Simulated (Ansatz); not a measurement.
This script drives Ansatz 0.2.0 through its Python package.

Input file `c3h9ns.xyz`:
```text
14

C    -1.40340   -0.67690    1.59890
S     0.27060   -0.18190    1.28690
C     0.18170    0.02250   -0.52890
C     1.65430   -0.29020   -1.11520
N    -0.13970    1.39080   -0.82700
H    -2.12300    0.18260    1.25980
H    -1.67240   -1.55690    1.06730
H    -1.56070   -0.77390    2.65200
H    -0.52370   -0.64230   -0.90280
H     2.37260    0.35200   -0.69590
H     1.85420   -1.33970   -0.88840
H     1.58190   -0.16830   -2.18380
H    -1.04830    1.64480   -0.32380
H     0.54290    2.00820   -0.37040
```

Script `c3h9ns.py`:
```python
import ansatz as az
import numpy as np

geometry = az.Crystal.molecule_from_extxyz("c3h9ns.xyz")

base = (
    geometry.calculation()
    .basis(gaussian="cc-pVDZ")
    .functional("cam_b3lyp")
)
symbols = [site.symbol for site in geometry.cartesian_sites]
start = np.array([site.position_ang for site in geometry.cartesian_sites], dtype=float)
def progress(event):
    if event["event"] == "relax_step":
        row = event["data"]
        print(f"step {row['step']:3d}  E = {row['lagrangian_ev']:.6f} eV  max force {row['allowed_force_max_ev_ang']:.4f} eV/A")


summary = base.relax(force_tolerance=0.01, max_steps=100).session().plan().execute(on_event=progress).report
end = np.array(summary["positions_ang"])

print("reference energy %16.6f eV" % summary["reference_energy_ev"])
print("total energy     %16.6f eV" % summary["free_energy_ev"])
print("occupied (up, down):", summary["n_occupied"], " virtual:", summary["n_virtual"], " frozen:", summary["n_frozen"])

print("bond        before    after (A)")
for i, j in [(0, 1), (0, 5), (0, 6), (0, 7), (1, 2), (2, 3), (2, 4), (2, 8), (3, 9), (3, 10), (3, 11), (4, 12), (4, 13)]:
    d0, d1 = (np.linalg.norm(xyz[i] - xyz[j]) for xyz in (start, end))
    print(f"{symbols[i]}{i}-{symbols[j]}{j}".ljust(10), f"{d0:8.4f} {d1:8.4f}")
```

It is started by `python c3h9ns.py`. How long does it take on 1 thread of Arm Neoverse V2, with other jobs on the host, and how much memory does it need?

It took about 100 s, with a peak of 0.42 GiB, for 1 run of the engine.

```console
$ python c3h9ns.py
step   1  E = -15580.281043 eV  max force 4.0934 eV/A
step   2  E = -15580.785733 eV  max force 1.3196 eV/A
step   3  E = -15580.863698 eV  max force 0.2450 eV/A
step   4  E = -15580.846030 eV  max force 0.4526 eV/A
step   5  E = -15580.876338 eV  max force 0.0829 eV/A
step   6  E = -15580.882558 eV  max force 0.1053 eV/A
step   7  E = -15580.884075 eV  max force 0.2674 eV/A
step   8  E = -15580.887778 eV  max force 0.0747 eV/A
step   9  E = -15580.888235 eV  max force 0.0273 eV/A
step  10  E = -15580.888528 eV  max force 0.0076 eV/A
step  11  E = -15580.888572 eV  max force 0.0042 eV/A
reference energy    -15580.888694 eV
total energy        -15580.888694 eV
occupied (up, down): [25, 25]  virtual: [94, 94]  frozen: 0
bond        before    after (A)
C0-S1        1.7733   1.8128
C0-H5        1.1711   1.1001
C0-H6        1.0627   1.1005
C0-H7        1.0692   1.0981
S1-C2        1.8294   1.8621
C2-C3        1.6156   1.5205
C2-N4        1.4368   1.4417
C2-H8        1.0389   1.1014
C3-H9        1.0508   1.1018
C3-H10       1.0922   1.0988
C3-H11       1.0780   1.0989
N4-H12       1.0692   1.0187
N4-H13       1.0274   1.0215
```

Total energies depend on the basis set; only differences at equal settings carry meaning. The end point is the stationary point reached from this start; no frequency run checks that it is a minimum, and the basis set is modest.

(Lines on the test bed's own set-up are left out of the output.)
